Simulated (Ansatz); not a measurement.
Methylamine, CH₅N: measurement beside calculation (Ansatz, PBE0-D4/def2-TZVP geometry).

```xyz
7

C     0.472    0.258    0.183
N    -0.813   -0.103   -0.391
H     1.029   -0.569    0.648
H     0.326    1.029    0.943
H     1.107    0.691   -0.593
H    -1.421   -0.497    0.315
H    -0.699   -0.810   -1.105
```

Enthalpy of formation at 298 K: -5.5 kcal/mol (zero for an element's reference state; older measured values of the G2 set, as listed by Staroverov and co-workers, J. Chem. Phys. 119, 12129, 2003). With their computed zero-point and thermal terms and the atoms' enthalpies of Curtiss and co-workers (1997) it gives an electronic atomization energy of 582.1 kcal/mol.

```json
{"level": "LDA (SPW92)", "atomization (kcal/mol)": "660.1", "error": "78.0", "error per bond": "13.0"}
{"level": "PBE-D4", "atomization (kcal/mol)": "591.7", "error": "9.6", "error per bond": "1.6"}
{"level": "revPBE-D4", "atomization (kcal/mol)": "578.9", "error": "-3.2", "error per bond": "-0.5"}
{"level": "BLYP-D4", "atomization (kcal/mol)": "584.6", "error": "2.4", "error per bond": "0.4"}
{"level": "r2SCAN-D4", "atomization (kcal/mol)": "578.8", "error": "-3.3", "error per bond": "-0.6"}
{"level": "B97M-V", "atomization (kcal/mol)": "581.1", "error": "-1.1", "error per bond": "-0.2"}
{"level": "PBE0-D4", "atomization (kcal/mol)": "581.9", "error": "-0.2", "error per bond": "0.0"}
{"level": "B3LYP-D4", "atomization (kcal/mol)": "585.7", "error": "3.6", "error per bond": "0.6"}
{"level": "r2SCANh-D4", "atomization (kcal/mol)": "576.0", "error": "-6.1", "error per bond": "-1.0"}
{"level": "r2SCAN0-D4", "atomization (kcal/mol)": "572.0", "error": "-10.1", "error per bond": "-1.7"}
{"level": "HSE06-D4", "atomization (kcal/mol)": "582.4", "error": "0.3", "error per bond": "0.0"}
{"level": "BHLYP-D4", "atomization (kcal/mol)": "568.8", "error": "-13.3", "error per bond": "-2.2"}
{"level": "CAM-B3LYP-D4", "atomization (kcal/mol)": "587.1", "error": "5.0", "error per bond": "0.8"}
{"level": "ωB97X-V", "atomization (kcal/mol)": "583.4", "error": "1.3", "error per bond": "0.2"}
{"level": "ωB97M-V", "atomization (kcal/mol)": "584.2", "error": "2.1", "error per bond": "0.4"}
{"level": "B2PLYP", "atomization (kcal/mol)": "578.0", "error": "-4.1", "error per bond": "-0.7"}
{"level": "PBE-QIDH", "atomization (kcal/mol)": "575.3", "error": "-6.8", "error per bond": "-1.1"}
{"level": "PBE", "atomization (kcal/mol)": "590.4", "error": "8.3", "error per bond": "1.4"}
{"level": "revPBE", "atomization (kcal/mol)": "573.4", "error": "-8.8", "error per bond": "-1.5"}
{"level": "BLYP", "atomization (kcal/mol)": "581.5", "error": "-0.7", "error per bond": "-0.1"}
{"level": "r2SCAN", "atomization (kcal/mol)": "578.5", "error": "-3.6", "error per bond": "-0.6"}
{"level": "PBE0", "atomization (kcal/mol)": "580.8", "error": "-1.3", "error per bond": "-0.2"}
{"level": "B3LYP", "atomization (kcal/mol)": "583.6", "error": "1.5", "error per bond": "0.2"}
{"level": "r2SCANh", "atomization (kcal/mol)": "575.7", "error": "-6.4", "error per bond": "-1.1"}
{"level": "r2SCAN0", "atomization (kcal/mol)": "571.7", "error": "-10.5", "error per bond": "-1.7"}
{"level": "HSE06", "atomization (kcal/mol)": "581.4", "error": "-0.7", "error per bond": "-0.1"}
{"level": "BHLYP", "atomization (kcal/mol)": "567.5", "error": "-14.6", "error per bond": "-2.4"}
{"level": "CAM-B3LYP", "atomization (kcal/mol)": "586.1", "error": "3.9", "error per bond": "0.7"}
{"level": "LC-ωPBE", "atomization (kcal/mol)": "579.6", "error": "-2.5", "error per bond": "-0.4"}
{"level": "HF/def2-TZVPP", "atomization (kcal/mol)": "415.9", "error": "-166.2", "error per bond": "-27.7"}
{"level": "MP2/def2-TZVPP", "atomization (kcal/mol)": "568.1", "error": "-14.0", "error per bond": "-2.3"}
{"level": "SCS-MP2/def2-TZVPP", "atomization (kcal/mol)": "573.1", "error": "-9.1", "error per bond": "-1.5"}
{"level": "CCSD/def2-TZVPP", "atomization (kcal/mol)": "560.6", "error": "-21.6", "error per bond": "-3.6"}
{"level": "CCSD(T)/def2-TZVPP", "atomization (kcal/mol)": "567.1", "error": "-15.1", "error per bond": "-2.5"}
{"level": "HF/def2-QZVPP", "atomization (kcal/mol)": "416.9", "error": "-165.2", "error per bond": "-27.5"}
{"level": "MP2/def2-QZVPP", "atomization (kcal/mol)": "577.3", "error": "-4.8", "error per bond": "-0.8"}
{"level": "SCS-MP2/def2-QZVPP", "atomization (kcal/mol)": "583.7", "error": "1.5", "error per bond": "0.3"}
{"level": "HF/CBS(def2)", "atomization (kcal/mol)": "417.0", "error": "-165.1", "error per bond": "-27.5"}
{"level": "MP2/CBS(def2)", "atomization (kcal/mol)": "583.6", "error": "1.5", "error per bond": "0.2"}
{"level": "CCSD/CBS(def2)", "atomization (kcal/mol)": "576.0", "error": "-6.1", "error per bond": "-1.0"}
{"level": "CCSD(T)/CBS(def2)", "atomization (kcal/mol)": "582.5", "error": "0.4", "error per bond": "0.1"}
```

Functionals use def2-TZVPP; B3LYP here is the variant with VWN-RPA as its local correlation; programs differ in this. The calculations leave out spin–orbit coupling, scalar relativity and, for the correlated methods, core correlation; together these are worth up to about 1 kcal/mol a heavy atom. HSE06 is defined as in plane-wave codes. CBS adds triple-zeta CCSD(T) − MP2 to the MP2 limit. T1 = 0.009.
